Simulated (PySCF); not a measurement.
Molecule: SMILES CC(C)(C)Cl, C$_{4}$H$_{9}$Cl.

Geometry:
| atom | x (Å) | y (Å) | z (Å) |
| --- | --- | --- | --- |
| C1 | -1.279 | 0.696 | 0.044 |
| C2 | 0.030 | -0.020 | 0.326 |
| C3 | 1.225 | 0.768 | -0.184 |
| C4 | 0.022 | -1.442 | -0.211 |
| Cl5 | 0.200 | -0.135 | 2.145 |
| H6 | -1.424 | 0.789 | -1.045 |
| H7 | -2.130 | 0.138 | 0.461 |
| H8 | -1.278 | 1.704 | 0.482 |
| H9 | 1.245 | 1.777 | 0.252 |
| H10 | 2.167 | 0.262 | 0.070 |
| H11 | 1.166 | 0.863 | -1.281 |
| H12 | -0.080 | -1.423 | -1.308 |
| H13 | -0.819 | -2.014 | 0.206 |
| H14 | 0.956 | -1.963 | 0.043 |

Geometry PBE0-D3(BJ)/def2-SVP throughout; GIAO in PySCF, gas phase, one conformer, non-relativistic; equivalent atoms averaged; functional PBE0.

For orientation, pcSseg-2 gives these absolute shieldings σ: C2 111.0, C1/C3/C4 147.4, Cl5 667.9, H6/H7/H8/H9/H10/H11/H12/H13/H14 29.74 ppm.

A run gave: C2 111.7, C1/C3/C4 147.5, Cl5 670.3, H6/H7/H8/H9/H10/H11/H12/H13/H14 29.87 ppm (absolute shieldings σ).

Question: Which basis set was used in that run?
A. IGLO-III
B. 6-31G*
C. STO-3G
D. def2-SVP
E. def2-TZVP

Answer: A. Cl5 tells them apart best: IGLO-III gives 670.3, STO-3G gives 928.6, def2-SVP gives 734.1, def2-TZVP gives 659.6, 6-31G* gives 712.7 ppm.
